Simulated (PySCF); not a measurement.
**Relative stability**

The two ends of one reaction step of BPNH7, closed shell (PBE0-D4/def2-TZVP).

A:

B1  (-0.275, -0.366, 0.390)
N2  (0.994, 0.635, 0.658)
H3  (0.155, -1.483, 0.555)
H4  (-1.106, -0.039, 1.205)
H5  (0.727, 1.599, 0.477)
P6  (-0.913, 0.079, -1.422)
H7  (1.776, 0.416, 0.048)
H8  (1.315, 0.562, 1.619)
H9  (-0.470, -1.044, -2.169)
H10  (-2.243, -0.386, -1.295)
(Å)

B:

```
10
angstrom
B 0.4842 -1.0139 1.2073
N 1.0290 0.2619 1.2110
H 1.1188 -1.9145 0.7420
H -0.6025 -1.1798 1.6805
H 0.0075 0.9762 -1.9398
P -1.0159 0.0137 -1.7413
H 1.9402 0.4719 0.8402
H 0.5591 1.0624 1.5989
H -1.7809 0.4789 -2.8450
H -1.7148 0.8274 -0.8126
```

Computed with PySCF 2.14 with density fitting (its default auxiliary sets; JK sets also for MP2 and CCSD(T)) (basis: def2-TZVPP); correlated methods freeze the cores. B3LYP uses VWN-RPA correlation.

Which structure is lower at CCSD(T), and by how much? (Judge from chemistry; the value comes from the calculation.)

By the calculation: B, by 11.0 kJ/mol (electronic energy, against the other). By their contacts, A is BPNH₇ ([NH3][BH2][PH2]) and B is a complex of BNH₄ ([BH2][NH2]) + PH₃.

Do the other methods give the same order? (Judge from chemistry; the calculation decides.)

By the calculation: Not all: SPW92, PBE-D4, PBE0-D4 give the other order.

```json
{"method": "SPW92", "E(B) − E(A) (kJ/mol)": "27.6"}
{"method": "PBE-D4", "E(B) − E(A) (kJ/mol)": "1.9"}
{"method": "r2SCAN-D4", "E(B) − E(A) (kJ/mol)": "-3.5"}
{"method": "PBE0-D4", "E(B) − E(A) (kJ/mol)": "4.4"}
{"method": "B3LYP-D4", "E(B) − E(A) (kJ/mol)": "-22.3"}
{"method": "BHLYP-D4", "E(B) − E(A) (kJ/mol)": "-22.2"}
{"method": "wB97M-V", "E(B) − E(A) (kJ/mol)": "-13.9"}
{"method": "HF", "E(B) − E(A) (kJ/mol)": "-49.6"}
{"method": "MP2", "E(B) − E(A) (kJ/mol)": "-5.1"}
{"method": "CCSD", "E(B) − E(A) (kJ/mol)": "-15.6"}
{"method": "CCSD(T)", "E(B) − E(A) (kJ/mol)": "-11.0"}
```

No T1 diagnostic of these runs exceeds 0.013.

Labels in which every atom is bracketed show which atoms are joined, not bond orders.

For scale, one of the runs: CCSD(T)/def2-TZVPP, 202 basis functions, launched by `OMP_NUM_THREADS=4 python run.py`. Hardware: 4 CPU threads of an Arm Neoverse V2, shared host. Wall time 4.5 min; peak host memory 2.3 GiB.
